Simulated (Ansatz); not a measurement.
C$_{2}$Cl$_{2}$F$_{2}$ (`F/C(Cl)=C(/F)Cl`), relaxed with RKS PBE0-D4/def2-TZVP in Ansatz from a PBE-D4/def2-SVP geometry. The force threshold is 0.005 eV/Å; the program also tests the step.

The species carries charge 0 and has multiplicity 1.

Start:

```xyz
6

F     0.940    0.173    1.503
C     0.195    0.473    0.442
Cl   -0.228    2.129    0.280
C    -0.196   -0.473   -0.442
F    -0.941   -0.173   -1.502
Cl    0.229   -2.129   -0.280
```

(1) By how much does the energy fall, and how many steps does the optimiser take? (Estimate.)

(2) Which bonds change most? (Best estimate.)

(3) Give the relaxed structure. (An estimate is asked.)

## Answers

(1) The calculation gave: 1.05 kcal/mol, in 5 steps.

(2) The calculation gave: C2–C4 from 1.353 to 1.328 Å; C2–Cl3 from 1.718 to 1.693 Å; C4–Cl6 from 1.718 to 1.693 Å; C4–F5 from 1.330 to 1.320 Å.

(3) Ansatz gave: 
```xyz
6

F     0.928    0.174    1.484
C     0.189    0.469    0.431
Cl   -0.223    2.105    0.281
C    -0.189   -0.469   -0.431
F    -0.928   -0.174   -1.484
Cl    0.223   -2.105   -0.281
```
